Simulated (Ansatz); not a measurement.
NH2 (SMILES [NH2]): the zero-point energy at each level's own minimum, rung by rung

NH2, doublet, SMILES `[NH2]`. Each level relaxes the structure for itself.

Each level gives the zero-point energy at each level's own minimum (kJ/mol). The values are calculated.

```json
{"level": "UPBE-D3(BJ)/def2-TZVP", "kind": "GGA", "program": "Ansatz", "value (kJ/mol)": "48.3", "less CCSD(T)/def2-TZVP": "-1.4"}
{"level": "U-r2SCAN/def2-TZVP", "kind": "meta-GGA", "program": "Ansatz", "value (kJ/mol)": "49.7", "less CCSD(T)/def2-TZVP": "0.0"}
{"level": "UB3LYP-D4/def2-TZVP", "kind": "global hybrid", "program": "Ansatz", "value (kJ/mol)": "49.6", "less CCSD(T)/def2-TZVP": "-0.1"}
{"level": "UPBE0-D4/def2-TZVP", "kind": "global hybrid", "program": "Ansatz", "value (kJ/mol)": "50.2", "less CCSD(T)/def2-TZVP": "+0.5"}
{"level": "U-wB97X-V/def2-TZVP", "kind": "range-separated hybrid", "program": "Ansatz", "value (kJ/mol)": "50.3", "less CCSD(T)/def2-TZVP": "+0.6"}
{"level": "UCCSD(T)/def2-TZVP", "kind": "coupled cluster or CI", "program": "Ansatz", "value (kJ/mol)": "49.7", "less CCSD(T)/def2-TZVP": "0.0"}
```

UCCSD(T)/def2-TZVP is the highest level here, not the true value. Harmonic and unscaled. The values span 48.3 to 50.3 kJ/mol.
